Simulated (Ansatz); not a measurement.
`[CH3][AlH][SH]` + `[OH]`• → `[CH3][Al][SH]`• + H₂O at 500 K and 1 bar (hydrogen abstraction from the Al–H bond).

Computed with Ansatz on PBE0-D4/def2-TZVP structures; ΔE is electronic, products minus reactants. CBS: MP2 limit from def2 TZ/QZ plus the TZ coupled-cluster correction, frozen cores. This one scheme is used for every species. Open shells (•) are unrestricted, without spin–orbit coupling. Each species was taken in one conformer, which may not be the lowest.

| species | CCSD(T)/CBS energy (Eh) | H − E (kJ/mol) | S (J/(mol·K)) |
| --- | --- | --- | --- |
| `[CH3][AlH][SH]` | -680.89694 | 174.5 | 371.2 |
| `[OH]`• | -75.67771 | 37.0 | 199.0 |
| `[CH3][Al][SH]`• | -680.25581 | 152.3 | 372.2 |
| H₂O | -76.37941 | 73.2 | 206.3 |

H − E and S are ideal-gas, rigid-rotor, harmonic terms from PBE0-D4/def2-TZVP, for one conformer and one mirror image of each species, with the whole ground term of open shells counted as degenerate. 1 Eh = 2625.50 kJ/mol, R = 8.31446 J/(mol·K).

Problem. By hand: ΔE, ΔH, ΔS and ΔG.

Solution. ΔE = (-680.25581) + (-76.37941) − (-680.89694) − (-75.67771) = -0.06057 Eh = -159.0 kJ/mol. Δ(H − E) = 152.3 + 73.2 − 174.5 − 37.0 = 14.0, so ΔH = -145.0 kJ/mol. ΔS = 372.2 + 206.3 − 371.2 − 199.0 = 8.3 J/(mol·K). ΔG = -145.0 − 500 × (8.3)/1000 = -149.2 kJ/mol.

Problem. By hand: the equilibrium constant, and the temperature at which ΔG would vanish if ΔH and ΔS stayed fixed.

Solution. log₁₀ K = −ΔG/(RT ln 10) = 15.6. ΔH and −TΔS have one sign here, so there is no such temperature.

The number of gas molecules stays the same, so ΔS is small and ΔH decides. A doubt of 5 kJ/mol in ΔE shifts log₁₀ K by 0.5 here. Other conformers and mirror images would add mixing entropy, several J/(mol·K) or more a flexible species. Modes under 60 cm⁻¹, often nearly free rotors, make the harmonic entropy too high. These are equilibria of isolated gas molecules and say nothing of rates. Largest T1 diagnostic: 0.014 (customary marks: 0.02 for closed shells, 0.045 for open ones).

ΔS is within the doubt of such terms, so its sign, and with it that verdict, could turn.
